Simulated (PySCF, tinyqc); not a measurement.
Inside a calculation. Method: RHF in the sto-3g basis, for OH-, spin multiplicity 1. The basis has no diffuse functions, so it cannot describe the extra electron: this is an exercise in the method, not the real anion. The lowest restricted solution is unstable here: a spin-polarised one lies 0.0113 hartree lower (PySCF). One step of it, computed by the program tinyqc.

Question. Orthogonalisation. S = U s U^T; symmetric (Loewdin) form X = U s^(-1/2) U^T, so that X^T S X = 1.

overlap S:
```
           1O 1s     1O 2s    1O 2px    1O 2py    1O 2pz     2H 1s
1O 1s   1.000000  0.236704  0.000000  0.000000  0.000000  0.010365
1O 2s   0.236704  1.000000  0.000000  0.000000  0.000000  0.142714
1O 2px  0.000000  0.000000  1.000000  0.000000  0.000000  0.000000
1O 2py  0.000000  0.000000  0.000000  1.000000  0.000000  0.000000
1O 2pz  0.000000  0.000000  0.000000  0.000000  1.000000  0.147636
2H 1s   0.010365  0.142714  0.000000  0.000000  0.147636  1.000000
```

Give: eigenvalues of S; X.

Answer.

eigenvalues of S: 0.716  0.874  1.000  1.000  1.116  1.294

X:
```
         1O 1s   1O 2s  1O 2px  1O 2py  1O 2pz   2H 1s
1O 1s    1.022  -0.124   0.000   0.000  -0.001   0.008
1O 2s   -0.124   1.030   0.000   0.000   0.008  -0.075
1O 2px   0.000   0.000   1.000   0.000   0.000   0.000
1O 2py   0.000   0.000   0.000   1.000   0.000   0.000
1O 2pz  -0.001   0.008   0.000   0.000   1.008  -0.076
2H 1s    0.008  -0.075   0.000   0.000  -0.076   1.016
```
